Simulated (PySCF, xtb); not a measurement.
CH, SMILES [CH] (connectivity only; charge and spin as stated), charge +1, multiplicity 1.

xtb 6.7.1 with GFN2-xTB at its own geometry gives an orbital gap of 0.51 eV.

Coordinates come from a B3LYP-D3(BJ)/def2-TZVPD optimisation.

Q: What does CAM-B3LYP/def2-TZVPD (PySCF) give? (The exact figures need the calculation; the answer reports its results.)

A: gap 8.28 eV (levels -21.40 and -13.11 eV).
